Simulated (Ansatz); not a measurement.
A nudged elastic band was laid between two geometries of AlClFH3 (6 atoms, charge 0, multiplicity 1).

These are results of RKS PBE0-D4/6-31G* (Ansatz), not measurements.

```
movable images  : 7
climbing image  : yes
spring          : 5.0 eV/Å²
optimiser       : quadratic models (default)
start path      : through a guess of the saddle point
force threshold : 0.03 eV/Å
iteration limit : 60
end points      : relaxed
```

Image 0:

```xyz
6
Properties=species:S:1:pos:R:3
Al -0.587 0.107 -0.329
Cl 1.254 1.199 -0.760
H -0.916 -1.048 -1.360
H -1.629 0.910 0.550
H 1.340 -0.337 0.847
F 0.539 -0.830 1.052
```

Image 8:

```xyz
6
Properties=species:S:1:pos:R:3
Al -0.772 -0.217 -0.066
Cl 1.514 1.039 -0.499
H -0.968 -0.988 -1.437
H -1.680 0.966 0.470
H 1.695 0.175 0.454
F 0.211 -0.974 1.078
```

Task: What changes between the two ends?

Result: Bonds broken: H5–F6. Bonds formed: Cl2–H5.

Task: Give the energies along the band, and the barrier.

Result: The forces met the threshold. The highest image is number 4 of 0 to 8, 23.7 kJ/mol above the first end and 8.0 kJ/mol above the last; the last end lies 15.7 kJ/mol above the first. A vibrational analysis at the climbing image gives one clearly imaginary mode, 521i cm⁻¹: a first-order saddle point. The orbitals stay closed-shell, which can raise the energy where a bond breaks towards radicals; this wasn't checked here.

| image | path coordinate (Å) | energy (kJ/mol) | H5–F6 (Å) | Cl2–H5 (Å) |
| --- | --- | --- | --- | --- |
| 0 | 0.00 | 0.0 | 0.96 | 2.23 |
| 1 | 0.17 | 1.5 | 0.98 | 2.01 |
| 2 | 0.34 | 7.3 | 1.02 | 1.81 |
| 3 | 0.51 | 17.7 | 1.12 | 1.63 |
| 4 | 0.69 | 23.7 | 1.29 | 1.47 |
| 5 | 0.83 | 21.1 | 1.46 | 1.38 |
| 6 | 0.98 | 17.7 | 1.63 | 1.33 |
| 7 | 1.12 | 16.1 | 1.80 | 1.31 |
| 8 | 1.27 | 15.7 | 1.98 | 1.30 |

Task: What is the geometry of the highest image?

Result: 
```xyz
6
Properties=species:S:1:pos:R:3
Al -0.656 -0.091 -0.152
Cl 1.438 1.033 -0.519
H -0.925 -1.034 -1.390
H -1.644 0.936 0.532
H 1.318 -0.013 0.504
F 0.469 -0.831 1.025
```

Task: What are the harmonic wavenumbers there?

Result: 521i, 318, 385, 509, 522, 642, 749, 783, 910, 1502, 1984, 2002 cm⁻¹.

Run time: 2.2 min on 1 thread of Intel(R) Xeon(R) Platinum 8259CL CPU @ 2.50GHz (Skylake/Cascade Lake) (shared host), peak memory 0.18 GiB.
